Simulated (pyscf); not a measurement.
PySCF, gas phase, ωB97X-D3(BJ)/def2-SVP geometries.

**Question.** What is the homolytic dissociation enthalpy (298 K, ωB97M-D3(BJ)/def2-TZVP) of the F–Hf bond of `[OH][Hf]([F])([Cl])[Cl]`, to [HO–Hf(Cl)–Cl]• + F•?

**Answer.** F–Hf to [HO–Hf(Cl)–Cl]• + F•: 155.7 kcal/mol. The 7 functionals that were run give +150.3 (M06-2X) to +159.4 kcal/mol (PBE). The radicals are drawn with the spin at the cut bond; how far it spreads was not checked. Other isomers of [HO–Hf(Cl)–Cl]• were not searched in full and may lie lower. Left out: the spin-orbit lowering of F. Open-shell species with a d-block atom are single-reference here; other states, and whether the spin sits on metal or ligand, were not checked. Elements past Kr carry the def2 core potentials, without spin-orbit coupling.
